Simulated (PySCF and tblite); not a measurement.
The numbers below are computed, except where a source is named.
C₄H₁₀, numbered as in [CH3:1][CH2:2][CH2:3][CH3:4].

Level: PBE0-D3(BJ)/def2-TZVP//GFN2-xTB, thermal terms from GFN2-xTB, symmetry numbers and mirror pairs counted. Conformers within 3 kcal/mol (GFN2-xTB free energy) were kept, 10 at most. Couplings: B3LYP/6-31G* with pcJ-1 on H (gas phase; spin-dipole term only for pairs with B, N, F, Si or P). Couplings are for ¹H; a prime marks the second kind of pair between the same two sets of atoms. H–H couplings come out 0.1 to 0.9 Hz lower than with pcJ-1 on all atoms. Codes: tblite and PySCF.

Torsions listed: C1–C2–C3–C4. Of a mirror pair one member is shown.

```tsv
conformer	shape	weight %
1	180°	60.3
2	68°	39.7
```

(1) Give the couplings in each conformer and the averages at 298.15 K (pairs that fast motion interchanges averaged).

## Answers

(1) 
```tsv
coupling	pairs	1	2	average (Hz)
²J(H1,H1)	6	-13.7	-13.7	-13.7
³J(H1,H2)	12	7.3	7.5	7.3
²J(H2,H2)	2	-13.0	-13.7	-13.3
³J(H2,H3)	2	3.9	8.8	5.8
³J(H2,H3′)	2	12.5	2.3	8.4
```
